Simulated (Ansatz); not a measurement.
Cost and result for the atomization energy of CH₃AlS (6 atoms, 6 bonds).

```csv
atom,x (Å),y (Å),z (Å)
Al1,-0.7819,0.1517,0.3942
C2,0.7812,-0.0824,-0.7628
S3,1.4994,-0.5518,0.6293
H4,-1.8058,-1.0511,0.4675
H5,-1.0387,1.6037,0.9655
H6,1.3458,-0.0702,-1.6938
```

Charge 0, multiplicity 1. The bonds changed during the relaxation, so this is another structure than the one it started from. Geometry: relaxed with PBE0-D4/def2-TZVP. Program: Ansatz. All runs use 2 threads of an Arm Neoverse N1 on a shared host. Times are those of one run each, without the atoms' runs, and a repeat can differ threefold. Electronic energies, without spin–orbit coupling; frozen cores. CCSD(T)/CBS adds CCSD(T) − MP2 in def2-TZVPP to the MP2 limit, and its time is that of the two runs behind it. T1 = 0.020; the RHF reference is unstable towards UHF. B3LYP takes the VWN-RPA correlation (the form of Gaussian; ORCA's B3LYP/G). HSE06 is the plane-wave form, built on full-range PBE exchange.

CCSD(T)/CBS is a level of theory with its own doubt, some kJ/mol a heavy atom from the limit and from the frozen cores, so smaller differences don't rank the functionals.

```json
{"level": "CCSD(T)/def2-SVP", "functions": "65", "wall time": "1.3 s"}
{"level": "LDA (SPW92)/def2-TZVPP", "functions": "157", "wall time": "1.4 s"}
{"level": "revPBE-D4/def2-TZVPP", "functions": "157", "wall time": "2.4 s"}
{"level": "PBE0-D4/def2-TZVPP", "functions": "157", "wall time": "3.1 s"}
{"level": "HSE06-D4/def2-TZVPP", "functions": "157", "wall time": "3.6 s"}
{"level": "CAM-B3LYP-D4/def2-TZVPP", "functions": "157", "wall time": "3.7 s"}
{"level": "B3LYP-D4/def2-TZVPP (with forces)", "functions": "157", "wall time": "4.1 s"}
{"level": "B2PLYP/def2-TZVPP", "functions": "157", "wall time": "5.5 s"}
{"level": "r2SCANh-D4/def2-TZVPP", "functions": "157", "wall time": "6 s"}
{"level": "ωB97X-V/def2-TZVPP", "functions": "157", "wall time": "9.5 s"}
{"level": "MP2/def2-QZVPP", "functions": "287", "wall time": "15 s"}
{"level": "CCSD(T)/def2-TZVPP", "functions": "157", "wall time": "22 s"}
{"level": "CCSD(T)/CBS(def2)", "functions": "–", "wall time": "37 s"}
```

(1) What atomization energy does each give, and how far from CCSD(T)/CBS? (Best estimate.)

Results:

(1) Ansatz gave: 
| level | atomization (kcal/mol) | difference from CCSD(T)/CBS | per bond |
| --- | --- | --- | --- |
| CCSD(T)/def2-SVP | 408.0 | -28.1 | -4.7 |
| LDA (SPW92)/def2-TZVPP | 495.3 | 59.2 | 9.9 |
| revPBE-D4/def2-TZVPP | 431.9 | -4.2 | -0.7 |
| PBE0-D4/def2-TZVPP | 433.2 | -2.9 | -0.5 |
| HSE06-D4/def2-TZVPP | 433.5 | -2.6 | -0.4 |
| CAM-B3LYP-D4/def2-TZVPP | 432.1 | -4.0 | -0.7 |
| B3LYP-D4/def2-TZVPP (with forces) | 432.5 | -3.6 | -0.6 |
| B2PLYP/def2-TZVPP | 428.4 | -7.7 | -1.3 |
| r2SCANh-D4/def2-TZVPP | 434.5 | -1.6 | -0.3 |
| ωB97X-V/def2-TZVPP | 436.9 | 0.8 | 0.1 |
| MP2/def2-QZVPP | 435.9 | -0.2 | 0.0 |
| CCSD(T)/def2-TZVPP | 423.0 | -13.1 | -2.2 |
| CCSD(T)/CBS(def2) | 436.1 | 0.0 | 0.0 |

From BLYP to BHLYP (50 % exact exchange), in def2-TZVPP and without D4, the atomization energy moves by −10.2 kcal/mol: exact exchange takes away binding that semilocal exchange gives to molecules. At CCSD(T), def2-SVP lies −28.2 kcal/mol from the extrapolated value and def2-TZVPP −13.2 kcal/mol: correlation converges slowly with the basis, and small sets miss more of it in the bonded molecule than in its fragments. The D4 term adds +4.5 kcal/mol with B3LYP and +2.3 kcal/mol with PBE0; it sums over pairs of atoms, weighted by their polarisabilities, and B3LYP, whose exchange is more repulsive, gets the larger term.
